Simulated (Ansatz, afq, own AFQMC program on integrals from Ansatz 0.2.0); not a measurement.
**AFQMC, coupled cluster and functionals along a coordinate of SbH⁺, quartet**

```xyz
2

Sb    0.0000    0.0000    0.0000
H     0.0000    0.0000    1.8710
```

The Sb1–H2 distance is changed with both sides rigid. Energies in eV count from this geometry (1.871 Å) at the same level; the start stands on UHF, each point on the determinant named.

Basis def2-TZVP with its core potentials. Only valence electrons are correlated. Integrals, coupled cluster, full CI and functionals: Ansatz 0.2.0; the random walks run on the same integrals in our own AFQMC program. The CISD trial takes its coefficients from CCSD amplitudes. Released means that phaseless walkers are propagated on without the constraint, phases kept. ± is one standard error of the sampling. No spin–orbit coupling.

Cautions, each for one point or more: inner d shell frozen; lower spins were not checked; no spin-orbit coupling; the ph-AFQMC/CISD walk drifts between its halves.

```
r(Sb1–H2) / Å  det.     T1  weight  ⟨S²⟩    MP2   CCSD  CCSD(T)
        1.718   UHF  0.021    0.94  3.77  0.002  0.015    0.015
        2.108   UHF  0.022    0.94  3.77  0.123  0.143    0.147
        2.614   UHF  0.014    0.95  3.76  0.404  0.477    0.491
        5.100   UHF  0.007    0.95  3.76  0.716  0.803    0.823
```

Estimate the curve of CCSDT(Q), counted from the same start.


| r(Sb1–H2) / Å | det. | T1 | weight | ⟨S²⟩ | CCSDT(Q) | ph-AFQMC/CISD | released AFQMC |
| --- | --- | --- | --- | --- | --- | --- | --- |
| 1.718 | UHF | 0.021 | 0.94 | 3.77 | 0.016 | 0.019 ± 0.004 | 0.012 ± 0.005 |
| 2.108 | UHF | 0.022 | 0.94 | 3.77 | 0.147 | 0.158 ± 0.005 | – |
| 2.614 | UHF | 0.014 | 0.95 | 3.76 | 0.494 | 0.494 ± 0.004 | 0.486 ± 0.004 |
| 5.100 | UHF | 0.007 | 0.95 | 3.76 | 0.829 | 0.829 ± 0.004 | 0.820 ± 0.004 |

Weight is that of the determinant in the CISD state; at the start T1 is 0.022 and the weight 0.94, and ⟨S²⟩ is 3.77. A dash marks a missing value, a released energy that hasn't settled or a functional that sits on another state. Largest departures from CCSDT(Q), at the points where its series has closed: CCSD(T) -0.005 eV at 5.100 (on UHF), ph-AFQMC/CISD 0.010 eV at 2.108 (on UHF) (within the noise), released AFQMC -0.008 eV at 2.614 (on UHF), MP2 -0.113 eV at 5.100 (on UHF), CCSD -0.025 eV at 5.100 (on UHF).

CCSDT and higher add their correlation energy to the determinant of the CCSD(T) run, since their own runs factorise the integrals more tightly (a shift of under 2 meV). A walk keeps the symmetry of its determinant, which the program's search chose and which needn't be the lowest solution, so a lower state of the same spin and another symmetry isn't excluded. Released energies are given only where the last usable release times agree within the noise; a slower fall can still hide under it.
